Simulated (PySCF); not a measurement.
The electron affinity along the second row

All values are computed (PySCF 2.14, energy differences of UHF-based or UKS calculations, no spin-orbit coupling). Values in eV. The last column holds reference values (measured affinities from photodetachment; the arrow runs from anion to atom). Unmarked ones compare directly (S terms, centres of terms, or small fine structure); those marked * lie between the lowest fine-structure levels and include a spin-orbit shift.

```tsv
element	configurations	MP2 (valence)	CCSD (valence)	CCSD(T) (valence)	PBE	PBE0	r2SCAN	reference
Li (aug-cc-pVTZ with one added diffuse shell each of s, p, d, f type, non-relativistic)	[He] 2s2 → [He] 2s1	0.352	0.614	0.614	0.517	0.495	0.454	0.618
B (aug-cc-pVTZ with one added diffuse shell each of s, p, d, f type, non-relativistic)	[He] 2s2 2p2 → [He] 2s2 2p1	0.212	0.174	0.239	0.514	0.509	0.643	0.280
C (aug-cc-pVTZ with one added diffuse shell each of s, p, d, f type, non-relativistic)	[He] 2s2 2p3 → [He] 2s2 2p2	1.268	1.152	1.224	1.631	1.428	1.511	1.262
O (aug-cc-pVTZ with one added diffuse shell each of s, p, d, f type, non-relativistic)	[He] 2s2 2p5 → [He] 2s2 2p4	1.433	1.197	1.352	1.832	1.409	1.552	1.461
F (aug-cc-pVTZ with one added diffuse shell each of s, p, d, f type, non-relativistic)	[Ne] → [He] 2s2 2p5	3.653	3.162	3.327	3.684	3.252	3.329	3.401
```

Q: Which of these methods has the smallest mean absolute error against the measured values here?

A: CCSD(T) (valence), with 0.053 eV.

```tsv
method	elements	mean error (eV)	mean absolute error (eV)	largest error (eV)
MP2 (valence)	5	-0.021	0.124	-0.267
CCSD (valence)	5	-0.145	0.145	-0.264
CCSD(T) (valence)	5	-0.053	0.053	-0.110
PBE	5	0.231	0.272	0.371
PBE0	5	0.014	0.144	0.229
r2SCAN	5	0.093	0.188	0.363
```

The highest occupied level of the anion is positive for Li⁻ at PBE, PBE0, r2SCAN; B⁻ at PBE, PBE0, r2SCAN; C⁻ at PBE, PBE0, r2SCAN; O⁻ at PBE, PBE0, r2SCAN; F⁻ at PBE, r2SCAN, so there the basis helps to hold the electron.

Errors include the incompleteness of the basis and the frozen core.

"Valence" correlates the outer s and p shells and, in groups 3 to 12 and the f block, the outer d or f shell, open or full, or the next shell where the ion has no valence electron left; the wider scheme adds the next inner shell.
